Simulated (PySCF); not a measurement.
Protonation sites of 1,3-butadiyne

Molecule: 1,3-butadiyne, `C#CC#C` (C4H2). Numbering: `[CH:1]#[C:2][C:3]#[CH:4]`

Level of theory: ωB97X-D3(BJ)/def2-TZVP single points in PySCF, grid level 2; every species was optimised with PBE0-D3(BJ)/def2-SVP. ωB97X-D3(BJ) is ωB97X-V with D3(BJ) in place of VV10. Thermal corrections: PBE0-D3(BJ)/def2-SVP frequencies, unscaled, ideal gas at 298.15 K and 1 bar, quasi-RRHO entropy.

| site | product | PA / kJ/mol | GB / kJ/mol |
| --- | --- | --- | --- |
| C1 (alkyne carbon) | `C#C[C+]=C` | 750 | 725 |

PA is −ΔH and GB is −ΔG of B + H⁺ → BH⁺ in the gas phase. Sites whose products fell apart, merged with another or lost in a GFN2-xTB screen aren't listed.

In cyclohexane the product from C1 is solvated 120 kJ/mol more strongly than the parent (electrostatics only).

Measured values (NIST Chemistry WebBook, evaluated or the median of agreeing entries): proton affinity (−ΔH) 737 kJ/mol (computed 750, difference 12); gas-phase basicity (−ΔG) 713 kJ/mol (computed 725, difference 12).

Known limits: protonation at a multiple bond is drawn as the open cation; a hydrogen-bridged form may lie lower, and the ion may have rearranged by a hydride shift.

Hardware: 1 thread of Intel Xeon Platinum 8488C, shared with other jobs. Command: `OMP_NUM_THREADS=1 python redox_run.py task.json out`. Structures, frequencies and single points: 78 s.

Differences come from unrounded values, so a last digit can differ from that of the printed terms.
